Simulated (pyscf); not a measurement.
Structures and frequencies: ωB97X-D3(BJ)/def2-SVPD in PySCF. MP2 and CC: frozen core, UHF for open shells. ΔMP2 is the change of the MP2 total energy from the triple- to the quadruple-zeta basis.

H₃C–F + Br⁻ -> F⁻ + H₃C–Br
Surface: singlet. Broken: C–F. Formed: Br–C. Give ΔE‡ and ΔE from CCSD(T)/def2-TZVPPD + ΔMP2(QZVPPD), relative to the separated reactants.

ΔE‡ = 1.07 eV, ΔE = +1.73 eV. Zero-point energy shifts the barrier by -0.05 eV. It is a substitution at C, with an imaginary mode of 400i cm⁻¹. On the reactant side the descent ends in a bound adduct, 0.36 eV under the separated species and 1.45 eV under the saddle at ωB97X-D3(BJ)/def2-TZVPD. On the product side the descent ends in a bound adduct, 0.67 eV under the separated species and 0.07 eV under the saddle at ωB97X-D3(BJ)/def2-TZVPD. At CCSD(T) the saddle lies under the separated products, which points to a path from their complex (located at ωB97X-D3(BJ) alone), and parting the products costs more than the saddle. This is the saddle that the search found; another between the same sides may lie lower. The angle at the attacked C is 180°. The CCSD(T) − MP2 part came from Ansatz, without density fitting, on the same reference. The frozen core leaves the outer d or s,p core shells of the metals and heavy elements correlated in the MP2 and CC values, and def2-TZVPP describes them poorly, which can shift differences by a few kcal/mol. Elements up to Kr have no core potential and no relativistic terms here.
